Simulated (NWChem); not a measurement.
**Si2H6O (disiloxane): B3LYP/def2-SVP**

Aim: a structure relaxation of Si2H6O (disiloxane). 

The calculation is run with NWChem 7.3.0.

**1. The system as given**

The species is Si2H6O (9 atoms), meant as a singlet with charge 0. SMILES: `[SiH3]O[SiH3]`. Geometry: relaxed at PBE0-D4/def2-TZVP. The run starts from this shape.

Bond lengths: Si1–O2 1.634 Å, O2–Si3 1.634 Å, Si1–H4 1.487 Å, Si1–H5 1.483 Å, Si1–H6 1.487 Å, Si3–H7 1.483 Å, Si3–H8 1.487 Å, Si3–H9 1.487 Å. Some angles: Si1–O2–Si3 147.2°, O2–Si1–H4 110.2°, O2–Si1–H5 108.3°, O2–Si1–H6 110.2°, O2–Si3–H7 108.3°, O2–Si3–H8 110.2°, O2–Si3–H9 110.2°, H4–Si1–H5 109.6°, H4–Si1–H6 109.0°, H5–Si1–H6 109.6°.

**2. A geometry optimisation at B3LYP/def2-SVP**

h6osi2.nw

```
start h6osi2
title "H6OSi2"
memory total 2200 mb

geometry units angstroms
  Si   -0.710290    1.052660   -0.919520
  O     0.425550    0.090990   -0.245380
  Si    0.775570   -1.038810    0.881750
  H    -1.787270    0.226580   -1.525660
  H    -0.060640    1.872420   -1.970220
  H    -1.306170    1.942760    0.111330
  H     2.224270   -1.343130    0.800010
  H    -0.009310   -2.275600    0.628780
  H     0.448290   -0.527870    2.238910
end

basis "ao basis" spherical bse
  Si library def2-SVP
  O library def2-SVP
  H library def2-SVP
end

dft
  xc b3lyp
  grid fine
  convergence energy 1e-07
  maxiter 100
  mulliken
  print low
end

driver
  maxiter 60
end

freq
  temp 3 298.15 600 900
end

task dft optimize
task dft frequencies
```

The run is started by

```bash
nwchem h6osi2.nw > h6osi2.out
```

What it wrote:

```text
[...]
 Group name             Cs
[...]
 d= 0,ls=0.0,diis     1   -657.6212762264 -8.17D+02  1.34D-02  4.77D-01     1.0
[...]
         Total DFT energy =     -657.677137876355
[...]
@    0    -657.67713788  0.0D+00  0.01919  0.00536  0.00000  0.00000      6.6
[...]
         Total DFT energy =     -657.678137158363
[...]
@    1    -657.67821428 -1.1D-03  0.00073  0.00029  0.03879  0.08369     15.9
[...]
@    5    -657.67828290 -4.9D-06  0.00035  0.00010  0.00537  0.01380     46.8
[...]
         Total DFT energy =   -657.678283504916
[...]
@    6    -657.67828350 -6.1D-07  0.00003  0.00001  0.00269  0.00756     50.5
[...]
         Total DFT energy =     -657.678283581458
[...]
         Total DFT energy =   -657.678283581458
                         DFT ENERGY GRADIENTS
    atom               coordinates                        gradient
                 x          y          z           x          y          z
   1 Si     -0.145109   0.000116   3.052825    0.000016   0.000006  -0.000007
   2 O       0.550323   0.000177   0.000000    0.000008  -0.000013   0.000000
   3 Si     -0.145109   0.000116  -3.052825    0.000016   0.000006   0.000007
   4 H      -1.567969  -2.337420   3.734744   -0.000012  -0.000001   0.000006
   5 H       2.250572   0.091648   4.523356    0.000004   0.000001   0.000004
   6 H      -1.722543   2.246693   3.700530   -0.000012  -0.000000   0.000006
   7 H       2.250572   0.091648  -4.523356    0.000004   0.000001  -0.000004
   8 H      -1.567969  -2.337420  -3.734744   -0.000012  -0.000001  -0.000006
   9 H      -1.722543   2.246693  -3.700530   -0.000012  -0.000000  -0.000006
[...]
@    7    -657.67828358 -7.7D-08  0.00001  0.00001  0.00017  0.00036     53.5
[...]
      Optimization converged
[...]
@    7    -657.67828358 -7.7D-08  0.00001  0.00001  0.00017  0.00036     53.5
[...]
 d= 0,ls=0.0,diis     2   -657.6782808898  2.24D-09  1.22D-06  3.47D-08    56.4
         Total DFT energy =     -657.678280889806
      One electron energy =    -1221.215372890125
           Coulomb energy =      459.445560172071
    Exchange-Corr. energy =      -52.749895191766
 Nuclear repulsion energy =      156.841427020015
[...]
      Total Density - Mulliken Population Analysis
     ---------------------------------------------
    Atom       Charge   Shell Charges
 -----------   ------   -------------------------------------------------------
    1 Si  14    13.37   2.00  1.98  1.02  0.14  5.93  1.24  0.78  0.28
    2 O    8     8.56   1.99  1.06  0.67  2.94  1.90  0.00
    3 Si  14    13.37   2.00  1.98  1.02  0.14  5.93  1.24  0.78  0.28
    4 H    1     1.12   0.75  0.36  0.01
    5 H    1     1.11   0.75  0.36  0.01
    6 H    1     1.12   0.75  0.36  0.01
    7 H    1     1.11   0.75  0.36  0.01
    8 H    1     1.12   0.75  0.36  0.01
    9 H    1     1.12   0.75  0.36  0.01
[...]
 Zero-Point correction to Energy  =   34.352 kcal/mol  (  0.054743 au)
 Thermal correction to Energy     =   55.882 kcal/mol  (  0.089054 au)
 Thermal correction to Enthalpy   =   57.670 kcal/mol  (  0.091903 au)
 Total Entropy                    =  112.463 cal/mol-K
   - Translational                =   44.446 cal/mol-K (mol. weight =  77.9957)
   - Rotational                   =   27.786 cal/mol-K (symmetry #  =        1)
   - Vibrational                  =   40.232 cal/mol-K
 Cv (constant volume heat capacity) =   36.696 cal/mol-K
   - Translational                  =    2.979 cal/mol-K
   - Rotational                     =    2.979 cal/mol-K
   - Vibrational                    =   30.737 cal/mol-K
[...]
 Normal Eigenvalue ||           Projected Infra Red Intensities
  Mode   [cm**-1]  || [atomic units] [(debye/angs)**2] [(KM/mol)] [arbitrary]
 ------ ---------- || -------------- ----------------- ---------- -----------
    1        0.000 ||    0.000000           0.000         0.000       0.000
    2        0.000 ||    0.000011           0.000         0.011       0.001
    3        0.000 ||    0.000013           0.000         0.013       0.001
    4        0.000 ||    0.000004           0.000         0.004       0.000
    5        0.000 ||    0.000011           0.000         0.011       0.001
    6        0.000 ||    0.000309           0.007         0.301       0.031
    7       33.982 ||    0.001986           0.046         1.936       0.201
    8       66.332 ||    0.000000           0.000         0.000       0.000
    9       71.848 ||    0.001497           0.035         1.460       0.152
   10      576.614 ||    0.000719           0.017         0.701       0.073
   11      713.237 ||    0.000004           0.000         0.004       0.000
   12      727.393 ||    0.001860           0.043         1.813       0.189
   13      753.264 ||    0.111560           2.574       108.754      11.311
   14      754.220 ||    0.115262           2.659       112.363      11.687
[...]
```

It took 3.2 min on 1 thread of Intel Xeon at 2.60GHz (Ice Lake), shared host; peak memory 0.18 GiB.

Step by step:

```
step  energy from the first frame kept (eV)
   0                                 0.0000
   1                                -0.0293
   2                                -0.0298
   3                                -0.0304
   4                                -0.0310
   5                                -0.0312
   6                                -0.0312
   7                                -0.0312
```

After the run. Bond lengths: Si1–O2 1.657 Å, O2–Si3 1.657 Å, Si1–H4 1.492 Å, Si1–H5 1.488 Å, Si1–H6 1.493 Å, Si3–H7 1.488 Å, Si3–H8 1.492 Å, Si3–H9 1.493 Å. Some angles: Si1–O2–Si3 154.3°, O2–Si1–H4 110.4°, O2–Si1–H5 108.7°, O2–Si1–H6 110.4°, O2–Si3–H7 108.7°, O2–Si3–H8 110.4°, O2–Si3–H9 110.4°, H4–Si1–H5 109.3°, H4–Si1–H6 108.8°, H5–Si1–H6 109.3°.

**3. Outcome**

At B3LYP/def2-SVP:

| quantity | value |
| --- | --- |
| total energy at the end | -657.67828 Eh |
| lowest harmonic wavenumber | 34 cm⁻¹ |
| highest harmonic wavenumber | 2246 cm⁻¹ |
| zero-point energy | 143.7 kJ/mol |
| ideal-gas entropy at 298.15 K (symmetry number 1 as used) | 79.6 cal/(mol K) |

**Reading.** At the final geometry: Bond lengths: Si1–O2 1.657 Å, O2–Si3 1.657 Å, Si1–H4 1.492 Å, Si1–H5 1.488 Å, Si1–H6 1.493 Å, Si3–H7 1.488 Å, Si3–H8 1.492 Å, Si3–H9 1.493 Å. Some angles: Si1–O2–Si3 154.3°, O2–Si1–H4 110.4°, O2–Si1–H5 108.7°, O2–Si1–H6 110.4°, O2–Si3–H7 108.7°, O2–Si3–H8 110.4°, O2–Si3–H9 110.4°, H4–Si1–H5 109.3°, H4–Si1–H6 108.8°, H5–Si1–H6 109.3°. All 21 modes are real, so the shape is a minimum at this level. The optimisation took 8 steps and changed the energy by -0.031 eV.
